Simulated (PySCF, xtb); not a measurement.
methanethiol (CH4S), SMILES CS.

GFN2-xTB (xtb 6.7.1) at its own geometry gives an orbital gap of 4.57 eV and a dipole moment of 2.34 D.

Geometry: B3LYP-D3(BJ)/def2-TZVP.

### Question
What does r2SCAN/def2-TZVPD (PySCF) give? (Estimate from the structure and the level; the computed values follow.)

### Answer
gap 5.56 eV (levels -5.83 and -0.27 eV), dipole 1.60 D.
